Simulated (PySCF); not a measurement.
`C[C@@H]1CC[C@@H]1S`, C5H10S

Molfile (atoms numbered from 1):
```
C5H10S
     RDKit          3D

 16 16  0  0  0  0  0  0  0  0999 V2000
    1.5361    0.4820   -0.5065 C   0  0  0  0  0  0  0  0  0  0  0  0
    0.4897    0.2830    0.5743 C   0  0  2  0  0  0  0  0  0  0  0  0
    0.1727   -1.1975    0.8645 C   0  0  0  0  0  0  0  0  0  0  0  0
   -1.1570   -1.0551    0.1094 C   0  0  0  0  0  0  0  0  0  0  0  0
   -0.9763    0.4649    0.1205 C   0  0  2  0  0  0  0  0  0  0  0  0
   -1.3062    1.2849   -1.4785 S   0  0  0  0  0  0  0  0  0  0  0  0
    1.2786   -0.0874   -1.3962 H   0  0  0  0  0  0  0  0  0  0  0  0
    1.6101    1.5320   -0.7816 H   0  0  0  0  0  0  0  0  0  0  0  0
    2.5074    0.1495   -0.1464 H   0  0  0  0  0  0  0  0  0  0  0  0
    0.7504    0.8787    1.4525 H   0  0  0  0  0  0  0  0  0  0  0  0
    0.8777   -1.9110    0.4443 H   0  0  0  0  0  0  0  0  0  0  0  0
    0.0406   -1.4060    1.9240 H   0  0  0  0  0  0  0  0  0  0  0  0
   -2.0486   -1.4301    0.6067 H   0  0  0  0  0  0  0  0  0  0  0  0
   -1.1151   -1.4658   -0.8973 H   0  0  0  0  0  0  0  0  0  0  0  0
   -1.5945    0.9637    0.8669 H   0  0  0  0  0  0  0  0  0  0  0  0
   -1.0731    2.5232   -1.0500 H   0  0  0  0  0  0  0  0  0  0  0  0
  1  2  1  0
  2  3  1  0
  3  4  1  0
  4  5  1  0
  5  6  1  0
  5  2  1  0
  1  7  1  0
  1  8  1  0
  1  9  1  0
  2 10  1  1
  3 11  1  0
  3 12  1  0
  4 13  1  0
  4 14  1  0
  5 15  1  1
  6 16  1  0
M  END
```

Theory: GIAO HF/pcSseg-1 magnetisability, rotational g tensor and spin-rotation constants, non-relativistic, gas phase in PySCF. Geometry: GFN2-xTB.

Q: Give the nuclear spin-rotation constants along the inertial axes (H = +C I·J) beside the isotropic shieldings.

A: Rotational constants 4.3367, 2.3589, 1.7582 GHz. A star marks the isotopologue with that one atom substituted, in its own axes.
```csv
atom,isotope,Caa (kHz),Cbb (kHz),Ccc (kHz),mean (kHz),σ (ppm)
H7,1H,-0.461,-0.219,0.006,-0.225,30.7
H8,1H,-0.206,-0.140,-0.166,-0.171,31.0
H9,1H,-0.085,-0.165,-0.202,-0.150,31.1
H10,1H,-0.424,-0.240,0.022,-0.214,30.2
H11,1H,-0.351,-0.236,-0.031,-0.206,30.8
H12,1H,-0.185,-0.213,-0.093,-0.164,30.1
H13,1H,-0.484,0.072,-0.181,-0.198,29.9
H14,1H,-0.438,-0.280,0.045,-0.225,30.4
H15,1H,-0.471,-0.189,0.040,-0.207,28.7
H16,1H,-0.515,-0.192,-0.050,-0.252,30.8
C1,13C*,0.549,0.325,0.244,0.373,172.8
C2,13C*,0.531,0.403,0.273,0.402,163.3
C3,13C*,0.719,0.270,0.240,0.410,170.0
C4,13C*,0.475,0.377,0.256,0.369,170.3
C5,13C*,0.717,0.308,0.299,0.441,159.3
S6,33S*,0.642,0.425,0.423,0.496,641.9
```
For the geometry as given, no vibrational averaging.

Q: How do the rotational constants and the g tensor change when H7, H8, H9, H10, H11, H12, H13, H14, H15, H16 are replaced by deuterium?

A: Constants 3.3300, 2.0402, 1.5116 GHz; g 0.0034, -0.0051, -0.0088, against 0.0045, -0.0057, -0.0102 before.
